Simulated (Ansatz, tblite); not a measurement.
# Dibenzo[a,e]pentalene (C₁₆H₁₀): a ladder of methods and basis sets

How do method and basis change the picture of dibenzo[a,e]pentalene (C₁₆H₁₀) (singlet)?

Method: as each input shows; program: Ansatz 0.2.0, Gaussian basis.

Levels to be run: GFN1-xTB, GFN2-xTB, PBE-D4/def2-TZVP, r2SCAN-D4/def2-TZVP, PBE-D4/def2-SVP, PBE0-D4/def2-SVP, HF/6-31G, B3LYP-D4/6-31G, MP2/def2-SVP, RPA/def2-SVP.

5 further runs of the same task are left out: 5 that didn't finish. Runs told in other sessions of the task aren't counted.

## 1. The geometry

The singlet was relaxed beforehand with PBE-D4/def2-SVP.

SMILES `C1=C2C(=Cc3ccccc32)c2ccccc21`, 26 atoms, charge 0, spin multiplicity 1.

Bond lengths: C1–C2 1.373 Å, C1–C16 1.474 Å, C1–H17 1.099 Å, C2–C3 1.471 Å, C2–C10 1.464 Å, C3–C4 1.373 Å, C3–C11 1.464 Å, C4–C5 1.474 Å, C4–H18 1.099 Å, C5–C6 1.398 Å, C5–C10 1.439 Å, C6–C7 1.412 Å, C6–H19 1.101 Å, C7–C8 1.402 Å, C7–H20 1.101 Å, C8–C9 1.413 Å, C8–H21 1.101 Å, C9–C10 1.395 Å and more. Angles: C2–C1–C16 108.1°, C2–C1–H17 127.6°, C16–C1–H17 124.3°, C1–C2–C3 109.3°, C1–C2–C10 143.1°, C3–C2–C10 107.6°, C2–C3–C4 109.3°, C2–C3–C11 107.6°, C4–C3–C11 143.1°, C3–C4–C5 108.1°, C3–C4–H18 127.6°, C5–C4–H18 124.3°, C4–C5–C6 130.8°, C4–C5–C10 108.9°, C6–C5–C10 120.3°, C5–C6–C7 118.9°, C5–C6–H19 120.7°, C7–C6–H19 120.4° and more.

PBE0-D4/def2-TZVP was run before; its log isn't repeated, and its numbers join the tables.

## 2. GFN1-xTB

Tight binding, by tblite at 300 K electronic temperature and without a spin-polarisation term:

```python
tblite.interface.Calculator('GFN1-xTB', numbers, positions, charge=0, uhf=0).singlepoint()
```

Energy -1065.6325 eV, HOMO -10.89 eV, LUMO -9.19 eV; 0.017 s.

## 3. GFN2-xTB

Tight binding, by tblite at 300 K electronic temperature and without a spin-polarisation term:

```python
tblite.interface.Calculator('GFN2-xTB', numbers, positions, charge=0, uhf=0).singlepoint()
```

Energy -1069.6948 eV, HOMO -9.94 eV, LUMO -8.25 eV; 0.016 s.

## 4. PBE-D4/def2-TZVP

start.molden holds the orbitals of an earlier run on this state, given as this run's starting guess.

File in.yaml:

```yaml
crystal:
  periodic: [false, false, false]
  atoms:
    - {symbol: C, position_ang: [-0.664536, -1.594828, 0.331179]}
    - {symbol: C, position_ang: [0.313444, -0.655257, 0.116624]}
    - {symbol: C, position_ang: [-0.313455, 0.655163, -0.116940]}
    - {symbol: C, position_ang: [0.664546, 1.594930, -0.330532]}
    - {symbol: C, position_ang: [1.973687, 0.923248, -0.243050]}
    - {symbol: C, position_ang: [3.270213, 1.426945, -0.382772]}
    - {symbol: C, position_ang: [4.364023, 0.543743, -0.247550]}
    - {symbol: C, position_ang: [4.157477, -0.816932, 0.022371]}
    - {symbol: C, position_ang: [2.850914, -1.336547, 0.165547]}
    - {symbol: C, position_ang: [1.763419, -0.472878, 0.034007]}
    - {symbol: C, position_ang: [-1.763426, 0.472822, -0.034239]}
    - {symbol: C, position_ang: [-2.850935, 1.336343, -0.166613]}
    - {symbol: C, position_ang: [-4.157496, 0.816780, -0.023238]}
    - {symbol: C, position_ang: [-4.364017, -0.543675, 0.247802]}
    - {symbol: C, position_ang: [-3.270188, -1.426753, 0.383733]}
    - {symbol: C, position_ang: [-1.973671, -0.923141, 0.243650]}
    - {symbol: H, position_ang: [-0.531326, -2.666696, 0.534963]}
    - {symbol: H, position_ang: [0.531335, 2.666934, -0.533602]}
    - {symbol: H, position_ang: [3.438788, 2.494094, -0.594692]}
    - {symbol: H, position_ang: [5.389448, 0.928448, -0.355416]}
    - {symbol: H, position_ang: [5.022537, -1.489568, 0.124138]}
    - {symbol: H, position_ang: [2.698502, -2.405782, 0.377313]}
    - {symbol: H, position_ang: [-2.698527, 2.405393, -0.379317]}
    - {symbol: H, position_ang: [-5.022572, 1.489280, -0.125773]}
    - {symbol: H, position_ang: [-5.389443, -0.928306, 0.355924]}
    - {symbol: H, position_ang: [-3.438741, -2.493739, 0.596491]}
basis:
  gaussian: {orbitals: def2-TZVP, initial_orbitals: start.molden}
hamiltonian: {xc: pbe, dispersion: d4}
scf: {omitted_lower_state_checks: [starts]}
output: {orbitals: {seedname: orbitals}}
```

Launch:

```bash
$ ansatz run in.yaml --threads 4 --pin off --events-out ev --progress --plain --max-ram 6963MiB
```

Further steps of the session: r2SCAN-D4/def2-TZVP; PBE-D4/def2-SVP; PBE0-D4/def2-SVP; HF/6-31G; B3LYP-D4/6-31G; MP2/def2-SVP; RPA/def2-SVP.

Q: Predict the results of all the runs planned. Wanted: gap in def2-TZVP, named functionals, smallest and largest; correlation energy, MP2/def2-SVP; binding an atom, functionals in def2-TZVP; PBE0 total energy, smallest basis above largest.

As calculated:

| quantity | value |
| --- | --- |
| gap in def2-TZVP, named functionals, smallest and largest | 1.77 eV (PBE-D4), 3.27 eV (PBE0-D4) |
| correlation energy, MP2/def2-SVP | -56.03 eV |
| binding an atom, functionals in def2-TZVP | 5.49 (r2SCAN-D4) to 5.69 eV (PBE-D4) |
| PBE0 total energy, smallest basis above largest | 17.18 eV (def2-SVP, def2-TZVP) |

What this shows: Over the named functionals in def2-TZVP the gap runs from 1.77 eV (PBE-D4) to 3.27 eV (PBE0-D4); exact exchange widens it.
